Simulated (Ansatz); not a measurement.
Input (CCSDT(Q)/cc-pV(D+d)Z; Ansatz, a first-principles code): A basis named .json is the Basis Set Exchange file of that set.

Ansatz 0.2 input:
```yaml
crystal:
  periodic: [false, false, false]
  atoms:
    - {symbol: C, position_ang: [0.09243262, 0.69871992, -0.00992094]}
    - {symbol: C, position_ang: [1.35201846, 1.05337977, -0.01885512]}
    - {symbol: Cl, position_ang: [-0.73221915, -0.76094037, 0.01283470]}
    - {symbol: H, position_ang: [2.15719226, 0.32186446, -0.01136807]}
    - {symbol: H, position_ang: [1.62382678, 2.10152370, -0.03416548]}
basis:
  gaussian:
    orbitals: cc-pV_D+d_Z.json
magnetization: {spin_polarized: true, initial_magnetization: 1}
correlation: {method: ccsdt_q, electrons: outside_noble_gas}
```

Output:

```
Functional definition: HF
integrals: 0.07 GiB planned
1125 factors; integrals over basis functions are off by at most 1.7e-7 eV
mean field: 0.19 GiB planned
mean field evaluation 1: about -14592.0392 eV, gradient 1.6e1 eV
mean field evaluation 2: about -14592.0430 eV, gradient 1.6e1 eV
mean field evaluation 4: about -14593.8779 eV, gradient 2.8e0 eV
mean field evaluation 8: about -14594.0563 eV, gradient 6.1e-1 eV
mean field evaluation 16: about -14592.0381 eV, gradient 1.6e1 eV
mean field evaluation 32: about -14591.4391 eV, gradient 1.2e-1 eV
mean field evaluation 64: about -14587.4342 eV, gradient 4.1e0 eV
mean field -14594.12037505 eV, -536.3240315328 hartree, gradient 4.8e-6 eV, S^2 0.955860; 1 other end points of the search recorded, 0 dependent functions left out
determinant -14594.12037505 eV, -536.3240315328 hartree, with singles and doubles -14605.22651409 eV, -536.7321746147 hartree
determinant -14591.43896831 eV, -536.2254916527 hartree, with singles and doubles -14602.34171152 eV, -536.6261600756 hartree
7 core orbitals not correlated
reference -14594.12037505 eV, -536.3240315328 hartree; 9, 8 occupied and 45, 46 virtual orbitals, 1125 factors
second order -9.89963720 eV of doubles, -0.00000000 eV of singles
coupled cluster: 1.56 GiB planned
cycle   1  -10.54778439 eV  change   -6.5e-1 eV  update   1.0e-1
cycle   2  -11.12857342 eV  change   -5.8e-1 eV  update   5.1e-2
cycle   3  -11.51026595 eV  change   -3.8e-1 eV  update   4.0e-2
cycle   4  -11.50076275 eV  change    9.5e-3 eV  update   2.2e-2
cycle   5  -11.50907222 eV  change   -8.3e-3 eV  update   1.3e-2
cycle   6  -11.52552976 eV  change   -1.6e-2 eV  update   5.4e-3
cycle   7  -11.52739714 eV  change   -1.9e-3 eV  update   3.3e-3
cycle   8  -11.52580928 eV  change    1.6e-3 eV  update   2.0e-3
cycle   9  -11.52914646 eV  change   -3.3e-3 eV  update   1.2e-3
cycle  10  -11.52841794 eV  change    7.3e-4 eV  update   6.2e-4
cycle  11  -11.52931276 eV  change   -8.9e-4 eV  update   3.0e-4
cycle  12  -11.52960117 eV  change   -2.9e-4 eV  update   1.1e-4
cycle  13  -11.52966668 eV  change   -6.6e-5 eV  update   5.1e-5
cycle  14  -11.52971399 eV  change   -4.7e-5 eV  update   2.4e-5
cycle  15  -11.52974556 eV  change   -3.2e-5 eV  update   1.1e-5
cycle  16  -11.52974907 eV  change   -3.5e-6 eV  update   6.0e-6
cycle  17  -11.52975281 eV  change   -3.7e-6 eV  update   3.2e-6
cycle  18  -11.52975229 eV  change    5.2e-7 eV  update   1.5e-6
coupled cluster: 1.56 GiB planned
perturbative correction -0.03066169 eV, -0.0011267964 hartree
Total energy: -14605.68078903 eV, -536.7488689108 hartree
```

The determinant is spin-contaminated: <S^2> is 0.96, 0.21 over the pure value.
